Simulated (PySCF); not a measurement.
# MgCl₂: breathing scan

Computed with PySCF, BP86, basis Mg def2-TZVP, Cl def2-TZVP (no relativity, density fitting).

Rigid scan from the singlet minimum (Mg–Cl 2.186 Å (×2); Cl–Mg–Cl 180.0°). Coordinate: all bonds to the central atom scaled together. Energies in kJ/mol from the minimum.

(1) Predict the curve at 0.88, 0.92, 0.96, 1.00, 1.04, 1.08, 1.14, 1.22, 1.35.

## Answers

(1) 
| scale of all bonds to the centre | E (kJ/mol) |
| --- | --- |
| 0.88 | 121.8 |
| 0.92 | 47.5 |
| 0.96 | 10.5 |
| 1.00 | 0.0 |
| 1.04 | 8.3 |
| 1.08 | 29.5 |
| 1.14 | 77.0 |
| 1.22 | 155.4 |
| 1.35 | 290.0 |

The scan took 8.9 s on 2 threads of a shared Arm Neoverse V2 host; the process peaked at 0.83 GiB. Launch command: `OMP_NUM_THREADS=2 python axn.py task.json out`.
